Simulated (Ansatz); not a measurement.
## Worked example: correlation energy of Ge–PH2⁺, quintet

Geometry: that of the Ge–PH2, quartet, kept fixed. The triplet lies 3.4 eV lower here.

```xyz
4

Ge    0.0000    0.0000    0.8205
P     0.0000    0.0000   -1.7495
H     0.0000    1.0658   -2.6836
H     0.0000   -1.0658   -2.6836
```

Basis cc-pVDZ; Ansatz 0.2.0. Only valence electrons are correlated (noble-gas cores and the filled d shells of p-block atoms frozen), which leaves 10 electrons in 36 orbitals. Prefix R: restricted or restricted open-shell reference; prefix U: unrestricted. No spin–orbit coupling is included, and no scalar relativity.

Full CI isn't at hand for all of this; UCCSDT(Q) serves as the reference, and is uncertain by about the last step of the cluster series.

Runs differ by some tens of microhartree through their thresholds and, for an open shell, their frozen cores, so steps under 0.03 kcal/mol mean nothing.

```tsv
level	total energy (hartree)
UHF	-2416.830716
UMP2	-2416.958655
UCCSD	-2416.993651
UCCSD(T)	-2416.998550
UCCSDT	-2416.999894
UCCSDT(Q)	-2417.000159
```

Q: What is the correlation energy at UCCSDT(Q), and what share of it do UMP2 and UCCSDT recover?

A: E(corr) = -2417.000159 − (-2416.830716) = -0.169443 hartree = -4.611 eV. UMP2: -0.127939 / -0.169443 = 75.51 %. UCCSDT: -0.169178 / -0.169443 = 99.84 %.

Q: By how many kcal/mol does UCCSD(T) miss UCCSDT(Q) (1 hartree = 627.509 kcal/mol), and which steps make up the rest?

A: -2416.998550 − (-2417.000159) = 0.001609 hartree = 1.01 kcal/mol. Steps: UCCSDT − UCCSD(T) = -0.84, UCCSDT(Q) − UCCSDT = -0.17 kcal/mol. Differences between like states or geometries often cancel part of this.
